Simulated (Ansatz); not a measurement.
# GaGe3: from a trial structure to a relaxed crystal

The calculation used Ansatz, DFT PBE, scalar-relativistic, plane waves, PAW. Cutoff 420 eV, Γ-centred k mesh, Gaussian smearing, no spin polarisation in the final step.

The start puts GaGe3 on the TiAl3 (D0_22) structure type (I4/mmm, No. 139), with Ga in place of Ti, Ge in place of Al, at a guessed volume.

```
Ga Ge
1.0
    -2.06399    2.06399    4.61047
     2.06399   -2.06399    4.61047
     2.06399    2.06399   -4.61047
Ga Ge
1 3
Cartesian
  0.0000 0.0000 0.0000
  0.0000 0.0000 4.6105
  2.0640 0.0000 2.3052
  0.0000 2.0640 2.3052
```

Cell and atoms relax at zero pressure; the relaxation can't lower the symmetry of the start.

The zero of energy is the elements' standard structures at the same level; no fitted shifts are applied.

Question: What does it relax into?

Answer: It keeps I4/mmm (No. 139). The result has the TiAl3 (D0_22) structure. Conventional cell: a = 4.082 Å, c = 9.313 Å. Ga is coordinated by 4 Ge at 2.89 Å and 8 Ge at 3.10 Å; Ge on Wyckoff site b (1 atom of the primitive cell) is coordinated by 4 Ga at 2.89 Å and 8 Ge at 3.10 Å; Ge on Wyckoff site d (2 atoms of the primitive cell) is coordinated by 4 Ge at 2.89 Å, 4 Ga at 3.10 Å and 4 Ge at 3.10 Å.

```
Ga Ge
1.0
    -2.04101    2.04101    4.65670
     2.04101   -2.04101    4.65670
     2.04101    2.04101   -4.65670
Ga Ge
1 3
Direct
  0.00000 0.00000 0.00000
  0.50000 0.50000 0.00000
  0.25000 0.75000 0.50000
  0.75000 0.25000 0.50000
```

Question: What are its volume, energy, density and gap?

Answer: The volume per atom is 19.40 Å³. The density is 6.16 g/cm³. The energy over the elements is 0.25 eV/atom and the gap on the 16×16×16 mesh is 0 eV (a metal).

The final run used a 16×16×16 mesh on its 4-atom cell and 0.10 eV smearing. For metals, differences of a few meV/atom aren't resolved. A structure relaxed within its symmetry needn't be a true minimum.

Cost: 2 runs of about 4.8 core-minutes in all, on Arm Neoverse V2 (shared hosts).